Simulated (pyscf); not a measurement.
PySCF, gas phase, ωB97X-D3(BJ)/def2-SVP geometries. Correlated levels are frozen-core, on RHF or UHF. ΔMP2 is the change of the MP2 total energy from the triple- to the quadruple-zeta basis.

Problem. HS–GaH₂ + H atom (H•) → H₂S + GaH₂•
Surface: doublet. Broken: Ga–S. Formed: H–S. Give ΔE‡ and ΔE from CCSD(T)/def2-TZVPP + ΔMP2(QZVPP), relative to the separated reactants.

Solution. ΔE‡ = 4.2 kcal/mol, ΔE = -1.8 kcal/mol. Zero-point energy shifts the barrier by +1.3 kcal/mol. It is a substitution at S, with an imaginary mode of 1071i cm⁻¹. On the product side the descent ends in an adduct with a Ga–S contact, 12.5 kcal/mol under the separated species and 16.1 kcal/mol under the saddle at ωB97X-D3(BJ)/def2-TZVP. What is counted as broken (Ga–S) persists as a longer contact in the product adduct; parting that adduct is a step of its own. One saddle was located; it need not be the lowest between these sides. The angle at the attacked S is 132°. The CCSD(T) − MP2 part came from Ansatz, without density fitting, on the same reference. The frozen core leaves the outer d or s,p core shells of the metals and heavy elements correlated in the MP2 and CC values, and def2-TZVPP describes them poorly, which can shift differences by a few kcal/mol. Elements up to Kr have no core potential and no relativistic terms here.
